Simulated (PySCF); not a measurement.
## A PySCF run on NaO

State: ²Π (doublet), unpaired electrons π ↑.

An equivalent input (the run itself took its basis sets from the Basis Set Exchange, started from a PBE0 density and held the occupation σ 6α 6β, πx 2α 2β, πy 2α 1β):

```python
from pyscf import gto, scf, cc
mol = gto.M(atom='Na 0 0 0; O 0 0 2.068', basis={'Na': 'def2-SVPD', 'O': 'def2-SVPD'},
            charge=0, spin=1, verbose=4, symmetry='C2v')
mf = scf.UHF(mol)
mf.irrep_nelec = {'A1': (6, 6), 'B1': (2, 2), 'B2': (2, 1)}
mf.conv_tol = 1e-9
mf.max_cycle = 60
mf.diis_space = 10
mf.kernel()
mycc = cc.CCSD(mf, frozen=[[0, 1], [0, 1]])
mycc.run(conv_tol=1e-7, conv_tol_normt=1e-5, max_cycle=80, diis_space=8)
et = mycc.ccsd_t()
```

The SCF ended at -236.55524783 hartree. The coupled-cluster part of the log:

```
******** <class 'pyscf.cc.uccsd.UCCSD'> ********
CC2 = 0
CCSD nocc = (8, 7), nmo = (39, 39)
frozen orbitals [[0, 1], [0, 1]]
max_cycle = 80
direct = 0
conv_tol = 1e-07
conv_tol_normt = 1e-05
diis_space = 8
diis_start_cycle = 0
diis_start_energy_diff = 1e+09
Init t2, MP2 energy = -0.168486916383302
Init E_corr(UCCSD) = -0.168486916389396
cycle = 1  E_corr(UCCSD) = -0.173013072419634  dE = -0.00452615603  norm(t1,t2) = 0.0763336
cycle = 2  E_corr(UCCSD) = -0.178039047565928  dE = -0.00502597515  norm(t1,t2) = 0.025207
cycle = 3  E_corr(UCCSD) = -0.178085478922532  dE = -4.64313566e-05  norm(t1,t2) = 0.0216068
cycle = 4  E_corr(UCCSD) = -0.179351177346161  dE = -0.00126569842  norm(t1,t2) = 0.0104459
cycle = 5  E_corr(UCCSD) = -0.179592726986397  dE = -0.00024154964  norm(t1,t2) = 0.00519932
cycle = 6  E_corr(UCCSD) = -0.179537351669634  dE = 5.53753168e-05  norm(t1,t2) = 0.00255529
cycle = 7  E_corr(UCCSD) = -0.179519819911862  dE = 1.75317578e-05  norm(t1,t2) = 0.00136204
cycle = 8  E_corr(UCCSD) = -0.179561671066004  dE = -4.18511541e-05  norm(t1,t2) = 0.000575811
cycle = 9  E_corr(UCCSD) = -0.17957672201522  dE = -1.50509492e-05  norm(t1,t2) = 0.000334161
cycle = 10  E_corr(UCCSD) = -0.179575507501677  dE = 1.21451354e-06  norm(t1,t2) = 0.000175162
cycle = 11  E_corr(UCCSD) = -0.179571273408106  dE = 4.23409357e-06  norm(t1,t2) = 9.31851e-05
cycle = 12  E_corr(UCCSD) = -0.179570649266684  dE = 6.24141422e-07  norm(t1,t2) = 5.04083e-05
cycle = 13  E_corr(UCCSD) = -0.179570665057049  dE = -1.57903651e-08  norm(t1,t2) = 2.55452e-05
cycle = 14  E_corr(UCCSD) = -0.179570637207186  dE = 2.7849863e-08  norm(t1,t2) = 1.31456e-05
cycle = 15  E_corr(UCCSD) = -0.179570479840708  dE = 1.57366478e-07  norm(t1,t2) = 6.99277e-06
cycle = 16  E_corr(UCCSD) = -0.179570378124196  dE = 1.01716512e-07  norm(t1,t2) = 3.53505e-06
cycle = 17  E_corr(UCCSD) = -0.179570287452463  dE = 9.06717335e-08  norm(t1,t2) = 2.30745e-06
UCCSD converged
E(UCCSD) = -236.734818114621  E_corr = -0.1795702874524626
UCCSD(T) correction = -0.00454764972779405
```

T1 diagnostic 0.018, D1 0.049, 15 electrons correlated.

Repeating this along the bond gives Re = 2.090 Å and ωe = 471 cm⁻¹.

A point of this curve took 3.9 CPU seconds beside 0.039 for the integrals, on Intel Xeon Platinum 8259CL @ 2.50GHz (shared host).

Correlated steps freeze 2 core orbitals. The state is the lowest determinant that a PBE0 search found; another state may lie lower at other levels.
